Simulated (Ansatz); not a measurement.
# CH3F (fluoromethane) at BCCD(T)/STO-3G

What is the energy change on altering one bond length of CH3F (fluoromethane) at BCCD(T)/STO-3G? 

The results are computed with Ansatz 0.2.0.

55 further runs of the same task are left out: 3 that didn't finish, 52 set aside as unsound or not needed.

**1. The molecule**

CH3F: 5 atoms, total charge 0, spin state singlet. SMILES: `CF`. The coordinates come from a PBE0-D4/def2-TZVP relaxation.

Bond lengths: C1–F2 1.376 Å, C1–H3 1.092 Å, C1–H4 1.092 Å, C1–H5 1.092 Å. Angles: F2–C1–H3 109.1°, F2–C1–H4 109.1°, F2–C1–H5 109.1°, H3–C1–H4 109.9°, H3–C1–H5 109.9°, H4–C1–H5 109.9°.

**2. The energy at BCCD(T)/STO-3G**

molecule.yaml

```yaml
crystal:
  periodic: [false, false, false]
  atoms:
    - symbol: C
      position_ang: [-0.050700, 0.032900, 0.007800]
    - symbol: F
      position_ang: [1.094100, -0.710500, -0.168600]
    - symbol: H
      position_ang: [-0.918700, -0.626900, -0.058000]
    - symbol: H
      position_ang: [-0.104800, 0.796000, -0.772000]
    - symbol: H
      position_ang: [-0.019800, 0.508500, 0.990700]
basis:
  gaussian:
    orbitals: STO-3G
total_charge: 0
correlation:
  method: bccd_t
  frozen_orbitals: {C: 1, F: 1, H: 0}
accuracy: high
scf:
  omitted_lower_state_checks: [cluster_reference, increment]
```

Command:

```bash
ansatz run molecule.yaml --threads 1 --pin off --max-ram 2610MiB --events-out events.jsonl --progress --plain --runs-dir runs
```

The log of the run (excerpt; [...] marks lines left out):

```text
Warning: RAYON_NUM_THREADS=1 ignored (pool sized by the plan → 1); use --threads N
Functional definition: HF
  name "HF"
[...]
206 factors; integrals over basis functions are off by at most 2.5e-8 eV
[...]
mean field -3732.54276126 eV, -137.1684164678 hartree, gradient 2.7e-8 eV, S^2 0.000000; 0 other end points of the search recorded, 0 dependent functions left out
2 core orbitals not correlated: weight in the atoms' cores, before any rotation towards them, 1.000 or more for the frozen orbitals, at most 0.000 for the correlated occupied ones
reference -3732.54276126 eV, -137.1684164678 hartree; 7, 7 occupied and 4, 4 virtual orbitals, 206 factors
second order -1.84472789 eV of doubles, -0.00000000 eV of singles
cycle   1  -2.29567284 eV  change   -4.5e-1 eV  update   5.1e-2
[...]
cycle  16  -2.53361731 eV  change  -5.3e-10 eV  update  6.8e-10
perturbative correction -0.02556495 eV, -0.0009394945 hartree
Total energy: -3735.10194352 eV, -137.2624646812 hartree
Checks for a lower state left out: cluster_reference, increment
```

It took 0.12 s on 1 thread of Arm Neoverse V1, shared host.

**3. The distorted shape, same level**

molecule.yaml

```yaml
crystal:
  periodic: [false, false, false]
  atoms:
    - {symbol: C, position_ang: [-0.037175, -0.157876, 0.202751]}
    - {symbol: F, position_ang: [1.107625, -0.901276, 0.026351]}
    - {symbol: H, position_ang: [-0.905175, -0.817676, 0.136951]}
    - {symbol: H, position_ang: [-0.104800, 0.796000, -0.772000]}
    - {symbol: H, position_ang: [-0.006275, 0.317724, 1.185651]}
basis:
  gaussian:
    orbitals: STO-3G
correlation:
  method: bccd_t
  frozen_orbitals: {C: 1, F: 1, H: 0}
accuracy: high
scf:
  omitted_lower_state_checks: [cluster_reference, increment]
```

Command:

```bash
ansatz run molecule.yaml --threads 1 --pin off --max-ram 2610MiB --events-out events.jsonl --progress --plain --runs-dir runs
```

The log of the run (excerpt; [...] marks lines left out):

```text
Warning: RAYON_NUM_THREADS=1 ignored (pool sized by the plan → 1); use --threads N
[... 2 set-up lines as earlier in the session ...]
[...]
206 factors; integrals over basis functions are off by at most 2.5e-8 eV
[...]
mean field -3731.43940328 eV, -137.1278688099 hartree, gradient 1.3e-8 eV, S^2 0.000000; 0 other end points of the search recorded, 0 dependent functions left out
2 core orbitals not correlated: weight in the atoms' cores, before any rotation towards them, 1.000 or more for the frozen orbitals, at most 0.000 for the correlated occupied ones
reference -3731.43940328 eV, -137.1278688099 hartree; 7, 7 occupied and 4, 4 virtual orbitals, 206 factors
second order -2.09868301 eV of doubles, -0.00000000 eV of singles
cycle   1  -2.61554843 eV  change   -5.2e-1 eV  update   6.0e-2
[...]
cycle  19  -2.91332163 eV  change   9.7e-10 eV  update  3.4e-10
perturbative correction -0.03718165 eV, -0.0013664004 hartree
Total energy: -3734.38990656 eV, -137.2362978057 hartree
Checks for a lower state left out: cluster_reference, increment
```

Wall time 0.14 s (1 thread of Arm Neoverse V1, shared host).

**4. What came out**

At BCCD(T)/STO-3G, 2 core orbitals frozen:

```
                                                         quantity          value
                                        first shape: total energy  -137.26246 Eh
         first shape: correlation energy (2 core orbitals frozen)      -94.0 mEh
                                      first shape: (T) correction      -0.94 mEh
                                    distorted shape: total energy  -137.23630 Eh
     distorted shape: correlation energy (2 core orbitals frozen)     -108.4 mEh
                                  distorted shape: (T) correction      -1.37 mEh
energy change with the C1–H4 bond stretched from 1.092 to 1.366 Å       0.712 eV
```

What this shows: With the C1–H4 bond stretched from 1.092 to 1.366 Å the energy rises by 0.71 eV (68.7 kJ/mol). The first shape isn't relaxed at this level, so the change isn't measured from a minimum. The minimal basis adds a large error of its own. The triples (first shape) make up 1.0 % of the correlation energy. The triples (distorted shape) make up 1.3 % of the correlation energy.
